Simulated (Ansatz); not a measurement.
Relaxing PN

Computed with DFT PBE, scalar-relativistic, plane waves, PAW (Ansatz). Cutoff 420 eV, Γ-centred k mesh, Gaussian smearing, no spin polarisation in the final step.

PN was placed on the hexagonal BN structure type (P6_3/mmc, No. 194), with P in place of B, at a guessed volume.

```xyz
4
Lattice="3.0433 0.0000 0.0000 -1.5217 2.6356 0.0000 0.0000 0.0000 8.0959" Properties=species:S:1:pos:R:3 pbc="T T T"
P     0.0000    1.7571    2.0240
P     1.5217    0.8785    6.0719
N     0.0000    1.7571    6.0719
N     1.5217    0.8785    2.0240
```

Cell and atoms relax at zero pressure; the relaxation can't lower the symmetry of the start. After a coarse first stage the cell is made exact in the group found at 0.06 Å.

Formation energies are uncorrected and refer to the elements' standard structures at the same level (N₂ as a molecule).

Task: Which crystal results?

Result: It keeps P6_3/mmc (No. 194). The result has the hexagonal BN structure. Conventional cell: a = 3.195 Å, c = 8.062 Å. P has 3 N at 1.84 Å; N is coordinated by 3 P at 1.84 Å.

```
P N
1.0
     3.19504    0.00000    0.00000
    -1.59752    2.76699    0.00000
     0.00000    0.00000    8.06248
P N
2 2
Cartesian
  0.0000 1.8447 2.0156
  1.5975 0.9223 6.0469
  0.0000 1.8447 6.0469
  1.5975 0.9223 2.0156
```

Task: What are its volume, energy, density and gap?

Result: The volume per atom is 17.8 Å³, the density is 2.1 g/cm³ and the energy over the elements is 1.13 eV/atom. The gap on the 18×18×6 mesh is 0 eV (a metal).

The final run used a 18×18×6 mesh on its 4-atom cell and 0.10 eV smearing. The k mesh leaves about 4 meV/atom of noise in metals. No dispersion correction is applied, so the spacing between layers, chains or molecules is poorly fixed, and with it the volume and density. A structure relaxed within its symmetry needn't be a true minimum. The steps took of the order of 90 core-seconds in all.

Cost: 3 runs of about 1.6 core-minutes in all, on Arm Neoverse V2 (shared hosts).